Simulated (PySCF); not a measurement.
# BP86/cc-pVTZ run of S2O (SMILES O=S=S)

Aim: the vertical ionisation energy of S2O at BP86/cc-pVTZ, from 2 runs. 

The results are computed with PySCF 2.14.0.

### 1 The system as given

S2O: 3 atoms, total charge 0, spin state singlet. As SMILES, `O=S=S`. The shape is that of a GFN2-xTB optimisation.

Bond lengths: O1–S2 1.448 Å, S2–S3 1.909 Å. Angles: O1–S2–S3 114.6°.

### 2 The energy at BP86/cc-pVTZ

The input, mol.xyz:

```xyz
3

O      0.431370     1.195520     0.483120
S      0.559470    -0.210460     0.159300
S     -0.990830    -0.985060    -0.642420
```

The input, input.py:

```python
from pyscf import gto, dft

system = gto.M(
    atom='mol.xyz',
    verbose=4,
    charge=0,
    max_memory=1860,
    basis='cc-pvtz',
)

mf = dft.RKS(system, xc='bp86')
mf.grids.level = 4
mf.conv_tol = 1e-10
mf.kernel()
if not mf.converged:
    mf = mf.newton().run(mf.mo_coeff, mf.mo_occ)

etot = mf.e_tot
print('E = %.10f Eh' % etot)
```

Run with:

```console
$ OMP_NUM_THREADS=1 python input.py
```

Standard output:

```text
PySCF version 2.14.0

[INPUT] num. atoms = 3
[INPUT] num. electrons = 40
[INPUT] charge = 0
[INPUT] spin (= nelec alpha-beta = 2S) = 0
[INPUT] symmetry False subgroup None
[INPUT] Mole.unit = angstrom
[INPUT] Symbol           X                Y                Z      unit          X                Y                Z       unit  Magmom
[INPUT]  1 O      0.431370000000   1.195520000000   0.483120000000 AA    0.815171158354   2.259205376440   0.912964485300 Bohr   0.0
[INPUT]  2 S      0.559470000000  -0.210460000000   0.159300000000 AA    1.057245074910  -0.397711760176   0.301033371643 Bohr   0.0
[INPUT]  3 S     -0.990830000000  -0.985060000000  -0.642420000000 AA   -1.872397336003  -1.861493616264  -1.213997856943 Bohr   0.0

nuclear repulsion = 141.589658092164
number of shells = 27
number of NR pGTOs = 160
number of NR cGTOs = 98
basis = cc-pvtz
ecp = {}

[... 60 lines left out ...]
converged SCF energy = -871.738547292818
E = -871.7385472928 Eh
```

Wall time 9.3 s (1 thread of Arm Neoverse V1, shared host); peak memory 0.46 GiB.

### 3 The doublet cation at the same level

The input, run.py:

```python
from pyscf import gto, dft

mol = gto.M(
    atom=[
    ('O', (0.431370, 1.195520, 0.483120)),
    ('S', (0.559470, -0.210460, 0.159300)),
    ('S', (-0.990830, -0.985060, -0.642420)),
],
    charge=1,
    max_memory=1860,
    verbose=3,
    basis='cc-pvtz',
    spin=1,
)

mf = dft.UKS(mol, xc='bp86')
mf.conv_tol = 1e-10
mf.grids.level = 4
mf.kernel()
if not mf.converged:
    mf = mf.newton().run(mf.mo_coeff, mf.mo_occ)

etot = mf.e_tot
print('Final energy', etot)
```

Run with:

```console
$ OMP_NUM_THREADS=1 python run.py
```

Standard output:

```text
WARN: HOMO -0.284701226582442 >= LUMO -0.284701226582444

converged SCF energy = -871.354386036785  <S^2> = 0.75710068  2S+1 = 2.0070881
Final energy -871.3543860367847
```

It took 19 s on 1 thread of Arm Neoverse V1, shared host; peak memory 0.47 GiB.

### 4 Outcome

Level: BP86/cc-pVTZ.

| quantity | value |
| --- | --- |
| singlet S2O: total energy | -871.73855 Eh |
| singlet S2O: dipole moment | 1.32 D |
| singlet S2O: HOMO energy | -6.89 eV |
| singlet S2O: LUMO energy | -4.83 eV |
| singlet S2O: HOMO–LUMO gap | 2.06 eV |
| doublet cation: total energy | -871.35439 Eh |
| doublet cation: HOMO energy (highest over α and β) | -14.56 eV |
| doublet cation: LUMO energy (lowest over α and β) | -13.96 eV |
| doublet cation: ⟨S²⟩ | 0.757 |
| vertical ionisation energy (to the doublet cation) | 10.454 eV |

The vertical ionisation energy comes to 10.45 eV (1009 kJ/mol). −ε(HOMO) before ionisation, 6.89 eV, is 3.56 eV below this ionisation energy. Mulliken charges (singlet S2O) run from -0.31 on O1 to +0.45 on S2.
